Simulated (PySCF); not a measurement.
Molecular orbitals of CH

M06-2X at R = 1.125 Å; PySCF, no relativity, basis sets H def2-TZVPP, C def2-TZVPP. State: ²Π (doublet), unpaired electrons π ↑. Only the outer orbitals are listed, counted within each symmetry.

```json
{"spin": "α", "orbital": "2σ", "occ.": "1", "ε (eV)": "-19.88", "on H (%)": "22", "main shells (%)": "71 C s, 22 H s"}
{"spin": "α", "orbital": "3σ", "occ.": "1", "ε (eV)": "-10.55", "on H (%)": "18", "main shells (%)": "56 C p, 24 C s, 18 H s"}
{"spin": "α", "orbital": "1π", "occ.": "1", "ε (eV)": "-8.50", "on H (%)": "1", "main shells (%)": "98 C p"}
{"spin": "α", "orbital": "1π", "occ.": "0", "ε (eV)": "-2.49", "on H (%)": "1", "main shells (%)": "98 C p"}
{"spin": "β", "orbital": "2σ", "occ.": "1", "ε (eV)": "-18.62", "on H (%)": "28", "main shells (%)": "63 C s, 27 H s, 8 C p"}
{"spin": "β", "orbital": "3σ", "occ.": "1", "ε (eV)": "-9.79", "on H (%)": "15", "main shells (%)": "53 C p, 31 C s, 15 H s"}
{"spin": "β", "orbital": "1π", "occ.": "0", "ε (eV)": "-1.88", "on H (%)": "1", "main shells (%)": "99 C p"}
{"spin": "β", "orbital": "1π", "occ.": "0", "ε (eV)": "-1.16", "on H (%)": "0", "main shells (%)": "100 C p"}
```

Q: Which are the highest filled and the lowest empty level, where do they sit, and how wide is the gap?

A: Highest filled α 1π at -8.50 eV (in %: 98 C p); lowest empty α 1π at -2.49 eV (in %: 98 C p); the gap at M06-2X is 6.01 eV. Both belong to one degenerate shell, split only by its one-sided filling, so this is no excitation gap.

The bond order (Mayer) is 0.92 and the ⟨S²⟩ is 0.753. The charge on H (Mulliken, basis-dependent) is 0.15, the charge on H (Löwdin, basis-dependent) is -0.08 and the dipole moment (positive dipole means H(−)C(+)) is -1.51 D.

The state is the lowest determinant that a PBE0 search found; another state may lie lower at other levels.
